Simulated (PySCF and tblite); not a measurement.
The numbers below are computed, except where a source is named.
System: C5H5F, numbered as in [F:1][C:2]1=[CH:3][CH2:4][CH:5]=[CH:6]1.

Motion: shift of H on C4 from C4 to C5. GFN2-xTB gives an electronic barrier of 27.5 kcal/mol.

Tunnelling of the moving H, left out here, will speed the real process.

What does B3LYP/pcSseg-1 + D3(BJ) give on PBE0-D3(BJ)/def2-SVP geometries?

A barrier of 28.7 kcal/mol, 1.2 above the tight-binding barrier (from unrounded values) and, with GFN2-xTB thermal terms, ΔG‡(298 K) = 26.4 kcal/mol and k = 5.2×10⁻⁷ s⁻¹ (2 equivalent paths).

And the level of the geometries itself, PBE0-D3(BJ)/def2-SVP?

24.8 kcal/mol.

Programs: tblite and PySCF.
